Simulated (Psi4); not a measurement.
# singlet C2H3O+ at 3 levels

We compute a comparison of 3 runs (B3LYP/def2-TZVP, BHLYP/def2-TZVP, PBE0/def2-TZVP) of singlet C2H3O+. 

The results are computed with Psi4 1.11.

5 further runs of the same task are left out: 5 that didn't finish.

### 1 The structure to begin with

C2H3O+ has 6 atoms, charge +1, and is taken as a singlet. SMILES of the parent species: `C[C]=O`. The coordinates come from a PBE0-D4/def2-TZVP relaxation. That shape belongs to the parent species and isn't relaxed for this state.

Bond lengths: C1–C2 1.497 Å, C2–O3 1.175 Å, C1–H4 1.091 Å, C1–H5 1.094 Å, C1–H6 1.092 Å. Angles: C1–C2–O3 129.3°, C2–C1–H4 108.7°, C2–C1–H5 111.4°, C2–C1–H6 108.4°, H4–C1–H5 110.6°, H4–C1–H6 107.1°, H5–C1–H6 110.5°.

### 2 Energy and forces at B3LYP/def2-TZVP (run 1)

File job.in:

```
memory 1600 MB

molecule system {
  1 1
  C     -0.28459275     0.68200216    -0.46525057
  C     -0.18009090    -1.77218516     0.93900491
  O      1.53407967    -2.72082767     1.98591318
  H     -1.75687838     1.85911256     0.37208707
  H      1.53842604     1.65483317    -0.42027509
  H     -0.85075470     0.29687597    -2.41147951
  units bohr
  symmetry c1
}

set {
  puream               true
  e_convergence        1e-09
  d_convergence        1e-08
  scf_type             pk
  dft_radial_points    99
  dft_spherical_points 590
}

E, wfn = gradient('b3lyp/def2-TZVP', return_wfn=True)
oeprop(wfn, 'LOWDIN_CHARGES', 'WIBERG_LOWDIN_INDICES', 'QUADRUPOLE')
```

Run with:

```bash
$ psi4 -i job.in -o job.out -n 1
```

job.out:

```text
[...]
  Running in c1 symmetry.
[...]
  Nuclear repulsion =   63.255822754360722
[...]
  Multiplicity = 1
[...]
  Nalpha       = 11
  Nbeta        = 11
[...]
    Number of basis functions: 111
[...]
   @RKS iter   1:  -152.74087795097222   -8.70690e-02   6.01227e-03 DIIS/ADIIS
[...]
   @RKS iter  11:  -152.93356899739052   -6.11067e-12   4.48558e-09 DIIS
[...]
  @RKS Final Energy:  -152.93356899739052
   => Energetics <=
    Nuclear Repulsion Energy =             63.2558227543607217
    One-Electron Energy =                -325.2758252252227749
    Two-Electron Energy =                 125.3581060756750389
    DFT Exchange-Correlation Energy =     -16.2716726022035090
    Empirical Dispersion Energy =           0.0000000000000000
    VV10 Nonlocal Energy =                  0.0000000000000000
    Total Energy =                       -152.9335689973905232
[...]
  -Total Gradient:
     Atom            X                  Y                   Z
    ------   -----------------  -----------------  -----------------
       1        0.044902337548    -0.001405362192     0.014507264106
       2       -0.158405749385     0.002617984717    -0.049384658824
       3        0.113916179541    -0.013587743684     0.041983868331
       4        0.002573141800    -0.000644542010    -0.000246702167
       5       -0.004979119580     0.012302441875    -0.008618831108
       6        0.001988488312     0.000720504424     0.001755974367
[...]
 Multipole Moments:
 ------------------------------------------------------------------------------------
     Multipole            Electronic (a.u.)      Nuclear  (a.u.)        Total (a.u.)
 ------------------------------------------------------------------------------------
 L = 1.  Multiply by 2.5417464519 to convert [e a0] to [Debye]
 Dipole X            :          0.4984897           -1.1462802           -0.6477905
 Dipole Y            :         -2.9693563            3.7120173            0.7426610
 Dipole Z            :          1.8142353           -2.4270709           -0.6128356
 Magnitude           :                                                    1.1604936
 L = 2.  Multiply by 1.3450342976 to convert [e a0^2] to [Debye ang]
 Quadrupole XX       :        -32.5392364           22.6630139           -9.8762225
 Quadrupole XY       :         24.4838130          -24.8363083           -0.3524953
[...]
```

Run time: 87 s. Hardware: 1 thread of Intel Xeon Platinum 8259CL at 2.50GHz (Skylake/Cascade Lake), shared host; peak memory 0.62 GiB.

### 3 Energy and forces at BHLYP/def2-TZVP (run 2)

File c2h3o.py:

```python
import psi4

psi4.set_memory(1600000000)
psi4.set_num_threads(1)
psi4.core.set_output_file('psi4.out', False)

geom = psi4.geometry("""
1 1
C
C 1 1.49729
O 2 1.175479 1 129.25863
H 1 1.091485 2 108.65592 3 -123.11505
H 1 1.093724 4 110.61849 2 -122.58171
H 1 1.091782 4 107.07385 5 -120.47984
symmetry c1
no_reorient
no_com
""")

psi4.set_options({
    'basis': 'def2-TZVP',
    'puream': True,
    'e_convergence': 1e-09,
    'd_convergence': 1e-08,
    'scf_type': 'pk',
    'dft_radial_points': 99,
    'dft_spherical_points': 590,
})

energy_value, wavefunction = psi4.gradient('bhhlyp', return_wfn=True)
psi4.oeprop(wavefunction, 'MULLIKEN_CHARGES', 'LOWDIN_CHARGES', 'WIBERG_LOWDIN_INDICES')
print('gradient / Eh bohr^-1')
print(energy_value.np.round(6))
print(f'energy = {wavefunction.energy():.10f} Eh')
```

Run with:

```bash
$ python c2h3o.py
```

psi4.out:

```text
[...]
  Running in c1 symmetry.
[...]
  Nuclear repulsion =   63.255817401350768
[...]
  Multiplicity = 1
[...]
  Nalpha       = 11
  Nbeta        = 11
[...]
    Number of basis functions: 111
[...]
   @RKS iter   1:  -152.69401169806812   -2.43792e-01   5.05766e-03 DIIS/ADIIS
[...]
   @RKS iter  12:  -152.83693532216591   -1.06866e-11   4.32129e-09 DIIS
[...]
    Orbital Energies [Eh]
    ---------------------
    Doubly Occupied:
       1A    -20.100132     2A    -11.070137     3A    -10.899282
       4A     -1.577420     5A     -1.161809     6A     -0.944811
       7A     -0.846323     8A     -0.838201     9A     -0.835892
      10A     -0.745796    11A     -0.740131
[...]
  @RKS Final Energy:  -152.83693532216591
   => Energetics <=
    Nuclear Repulsion Energy =             63.2558174013507681
    One-Electron Energy =                -325.1714236881564375
    Two-Electron Energy =                 119.4862901305910157
    DFT Exchange-Correlation Energy =     -10.4076191659512833
    Empirical Dispersion Energy =           0.0000000000000000
    VV10 Nonlocal Energy =                  0.0000000000000000
    Total Energy =                       -152.8369353221659139
[...]
 Multipole Moments:
 ------------------------------------------------------------------------------------
     Multipole            Electronic (a.u.)      Nuclear  (a.u.)        Total (a.u.)
 ------------------------------------------------------------------------------------
 L = 1.  Multiply by 2.5417464519 to convert [e a0] to [Debye]
 Dipole X            :          0.0027600           -0.0046164           -0.0018564
 Dipole Y            :         -0.3271936            1.0166039            0.6894104
 Dipole Z            :          3.4766352           -4.4665648           -0.9899296
 Magnitude           :                                                    1.2063377
[...]
  -Total Gradient:
     Atom            X                  Y                   Z
    ------   -----------------  -----------------  -----------------
       1        0.000228138387    -0.049781845916     0.019063386728
       2       -0.000198580324     0.198527693762    -0.057884343752
       3        0.000071587733    -0.150022944588     0.061750558688
       4        0.002871863465     0.000868870243    -0.001990515722
       5       -0.000119622244    -0.000244621731    -0.018745751937
       6       -0.002853292115     0.000655885917    -0.002196278466
[...]
```

Standard output:

```text
gradient / Eh bohr^-1
[[ 2.28000e-04 -4.97820e-02  1.90630e-02]
 [-1.99000e-04  1.98528e-01 -5.78840e-02]
 [ 7.20000e-05 -1.50023e-01  6.17510e-02]
 [ 2.87200e-03  8.69000e-04 -1.99100e-03]
 [-1.20000e-04 -2.45000e-04 -1.87460e-02]
 [-2.85300e-03  6.56000e-04 -2.19600e-03]]
energy = -152.8369353222 Eh
```

Run time: 79 s. Hardware: 1 thread of Intel Xeon Platinum 8259CL at 2.50GHz (Skylake/Cascade Lake), shared host; peak memory 0.62 GiB.

### 4 Energy and gradient at PBE0/def2-TZVP (run 3)

File c2h3o.json:

```json
{
 "schema_name": "qcschema_input",
 "schema_version": 1,
 "molecule": {
  "schema_name": "qcschema_molecule",
  "schema_version": 2,
  "symbols": ["C", "C", "O", "H", "H", "H"],
  "geometry": [-0.28459275, 0.68200216, -0.46525057, -0.1800909, -1.77218516, 0.93900491, 1.53407967, -2.72082767, 1.98591318, -1.75687838, 1.85911256, 0.37208707, 1.53842604, 1.65483317, -0.42027509, -0.8507547, 0.29687597, -2.41147951],
  "molecular_charge": 1,
  "molecular_multiplicity": 1,
  "fix_symmetry": "c1",
  "fix_com": true,
  "fix_orientation": true
 },
 "driver": "gradient",
 "model": {
  "method": "pbe0",
  "basis": "def2-TZVP"
 },
 "keywords": {
  "puream": true,
  "e_convergence": 1e-09,
  "d_convergence": 1e-08,
  "scf_type": "pk",
  "dft_radial_points": 99,
  "dft_spherical_points": 590,
  "scf_properties": ["DIPOLE", "MAYER_INDICES", "QUADRUPOLE"]
 }
}
```

Run with:

```bash
$ psi4 --qcschema c2h3o.json -n 1 --memory 1600MB
```

stdout:

```text
[...]
  Running in c1 symmetry.
[...]
  Nuclear repulsion =   63.255822754360722
[...]
  Multiplicity = 1
[...]
  Nalpha       = 11
  Nbeta        = 11
[...]
    Number of basis functions: 111
[...]
   @RKS iter   1:  -152.59160144396137   -1.32528e-01   5.43590e-03 ADIIS/DIIS
[...]
   @RKS iter  11:  -152.75166846670359   -7.24754e-12   4.98596e-09 DIIS
[...]
  @RKS Final Energy:  -152.75166846670359
   => Energetics <=
    Nuclear Repulsion Energy =             63.2558227543607217
    One-Electron Energy =                -325.2375806141701560
    Two-Electron Energy =                 124.3524433357238905
    DFT Exchange-Correlation Energy =     -15.1223539426180782
    Empirical Dispersion Energy =           0.0000000000000000
    VV10 Nonlocal Energy =                  0.0000000000000000
    Total Energy =                       -152.7516684667036202
[...]
 Multipole Moments:
 ------------------------------------------------------------------------------------
     Multipole            Electronic (a.u.)      Nuclear  (a.u.)        Total (a.u.)
 ------------------------------------------------------------------------------------
 L = 1.  Multiply by 2.5417464519 to convert [e a0] to [Debye]
 Dipole X            :         -8.6474136            8.4153284           -0.2320852
 Dipole Y            :         24.0156171          -24.4968977           -0.4812806
 Dipole Z            :        -16.0715513           16.2701640            0.1986126
 Magnitude           :                                                    0.5700364
 L = 2.  Multiply by 1.3450342976 to convert [e a0^2] to [Debye ang]
 Quadrupole XX       :        -35.8273153           25.6849179          -10.1423974
 Quadrupole XY       :         33.8397052          -33.6143269            0.2253783
[...]
  -Total Gradient:
     Atom            X                  Y                   Z
    ------   -----------------  -----------------  -----------------
       1        0.044736567896     0.003425618297     0.011736494691
       2       -0.164284251024     0.000300330355    -0.049853740134
       3        0.119633266660    -0.016327366157     0.045239598775
       4        0.003255368515    -0.000861821268    -0.000654233161
       5       -0.005664154012     0.012360766057    -0.008868722018
       6        0.002319822412     0.001104874173     0.002398374705
[...]
```

The result, in JSON:

```text
{
 "driver": "gradient",
 "model": {
  "method": "pbe0",
  "basis": "def2-TZVP"
 },
 "success": true,
 "return_result": [0.044736567896301246, 0.003425618296685669, 0.011736494690665483, -0.16428425102379796, 0.0003003303546595254, -0.04985374013440008, 0.11963326666003504, -0.016327366156607737, 0.04523959877494352, 0.0032553685150531475, -0.0008618212677553583, -0.0006542331613905022, -0.00566415401234871, 0.012360766056676964, -0.008868722017622534, 0.0023198224123394534, 0.0011048741730004426, 0.0023983747054238946],
 "properties": {
  "calcinfo_nbasis": 111,
  "calcinfo_nmo": 111,
  "calcinfo_nalpha": 11,
  "calcinfo_nbeta": 11,
  "calcinfo_natom": 6,
  "nuclear_repulsion_energy": 63.25582275436072,
  "return_energy": -152.7516684667036,
  "return_gradient": [0.044736567896301246, 0.003425618296685669, 0.011736494690665483, -0.16428425102379796, 0.0003003303546595254, -0.04985374013440008, 0.11963326666003504, -0.016327366156607737, 0.04523959877494352, 0.0032553685150531475, -0.0008618212677553583, -0.0006542331613905022, -0.00566415401234871, 0.012360766056676964, -0.008868722017622534, 0.0023198224123394534, 0.0011048741730004426, 0.0023983747054238946],
  "scf_one_electron_energy": -325.23758061417016,
  "scf_two_electron_energy": 124.35244333572389,
  "scf_xc_energy": -15.122353942618078,
  "scf_dipole_moment": [-0.23208520573747649, -0.48128060789443694, 0.19861262119792755],
  "scf_total_energy": -152.7516684667036,
  "scf_total_gradient": [0.044736567896301246, 0.003425618296685669, 0.011736494690665483, -0.16428425102379796, 0.0003003303546595254, -0.04985374013440008, 0.11963326666003504, -0.016327366156607737, 0.04523959877494352, 0.0032553685150531475, -0.0008618212677553583, -0.0006542331613905022, -0.00566415401234871, 0.012360766056676964, -0.008868722017622534, 0.0023198224123394534, 0.0011048741730004426, 0.0023983747054238946],
  "scf_iterations": 11
 }
}
```

Run time: 48 s. Hardware: 1 thread of Intel Xeon Platinum 8259CL at 2.50GHz (Skylake/Cascade Lake), shared host; peak memory 0.62 GiB.

### 5 The series

```csv
run,level,energy (Eh),HOMO energy (eV),LUMO energy (eV),HOMO–LUMO gap (eV),wall time
1,B3LYP/def2-TZVP,-152.933569,-18.42,-11.60,6.82,87 s
2,BHLYP/def2-TZVP,-152.836935,-20.14,-10.10,10.04,79 s
3,PBE0/def2-TZVP,-152.751668,-18.65,-11.28,7.36,48 s
```

### 6 Outcome

| quantity | value |
| --- | --- |
| run 3: total energy | -152.75167 Eh |
| run 3: HOMO energy | -18.65 eV |
| run 3: LUMO energy | -11.28 eV |
| run 3: HOMO–LUMO gap | 7.36 eV |
| run 3: largest force on an atom | 8.828 eV/Å |

**Reading.** The HOMO–LUMO gap runs from 6.82 eV (B3LYP/def2-TZVP) to 10.04 eV (BHLYP/def2-TZVP). Totals of different functionals can't be ranked against each other. All runs together took 3.6 min, the longest 87 s.
